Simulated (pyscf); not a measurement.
Routes from H₂P–SiH₂–PH₂ (SMILES P[SiH2]P)

Candidate steps break at most two bonds and form at most two. Each was searched with GFN2-xTB (tblite) first. PySCF, gas phase, ωB97X-D3(BJ)/def2-SVP geometries. Correlated levels are frozen-core, on RHF or UHF. ΔMP2 is the change of the MP2 total energy from the triple- to the quadruple-zeta basis. Energies: CCSD(T)/def2-TZVPP + ΔMP2(QZVPP), kcal/mol, from the reactant's lowest minimum found, singlet surface; ΔG‡ with ideal gas, 1 atm, RRHO with modes under 100 cm⁻¹ raised to 100, one conformer, R ln 2 for chiral ones without a mode under 150 cm⁻¹.

| products | type | ΔE‡ | ΔE | ΔG‡ 298 K | ΔG‡ 900 K | ν‡ (cm⁻¹) |
|---|---|---|---|---|---|---|
| :HSi–PH₂ [singlet] + PH₃ | 1,1-elimination | 54.7 | +51.6 | 52.7 | 52.6 | 593i |
| H₂Si=PH + PH₃ | elimination | 62.1 | +37.6 | 59.3 | 59.3 | 1136i |

Row 1: On the product side the descent ends in a complex, 4.5 kcal/mol under the separated species and 5.8 kcal/mol under the saddle at ωB97X-D3(BJ)/def2-TZVP. Row 2: On the product side the descent ends in a complex (not fully relaxed), 7.2 kcal/mol under the separated species and 28.3 kcal/mol under the saddle at ωB97X-D3(BJ)/def2-TZVP. 

Plain bond fissions and candidates not yet searched are not listed, and one of them may be faster. Each barrier is that of the saddle found; lower ones may exist. The CCSD(T) − MP2 part came from Ansatz, without density fitting, on the same reference.
